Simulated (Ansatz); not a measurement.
## Ansatz (development build ahead of 0.2.0) run

```yaml
crystal:
  periodic: [false, false, false]
  atoms:
    - { symbol: B, position_ang: [-0.19726, 0.56447, 0.18958] }
    - { symbol: H, position_ang: [2.39112, -7.84488, -2.60171] }
    - { symbol: H, position_ang: [0.94033, 0.78505, -0.19325] }
    - { symbol: H, position_ang: [-0.29353, 0.22748, 1.3716] }
    - { symbol: H, position_ang: [-1.16742, 0.96961, -0.41235] }
basis:
  gaussian: { orbitals: def2-SVP }
magnetization:
  spin_polarized: true
  initial_magnetization: 1
hamiltonian:
  xc: pbe0
output:
  forces: true
```

The input is written out in the form of the current development build from the run's settings.

Output:

* Converged: yes
* Total energy: -27.03219 hartree
* Spin squared of the determinant: 0.750
* Stability test: minimum

Forces (eV/Å):
| atom | Fx | Fy | Fz |
| --- | --- | --- | --- |
| B1 | 0.384 | 0.998 | 1.039 |
| H2 | 0.000 | 0.000 | 0.000 |
| H3 | -0.337 | -0.357 | -0.255 |
| H4 | -0.144 | -0.231 | -0.653 |
| H5 | 0.098 | -0.410 | -0.131 |

Caution: charge can spread falsely over distant fragments.
